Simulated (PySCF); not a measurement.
The group X on NC-X is varied. All species are isolated molecules in the gas phase. Strings in code marks are SMILES.

Quantity: vertical ionisation energy (energy after one electron is removed minus that of the parent at the parent's geometry), in eV.

A: `C#N`
B: `N#CO`
C: `CC#N`

### Question
Put the candidates in order of vertical ionisation energy (energy after one electron is removed minus that of the parent at the parent's geometry), lowest first, for B3LYP/6-31G* // B3LYP-D3(BJ)/def2-TZVP (PySCF).

### Answer
B (11.80 eV), C (12.14 eV), A (13.62 eV)
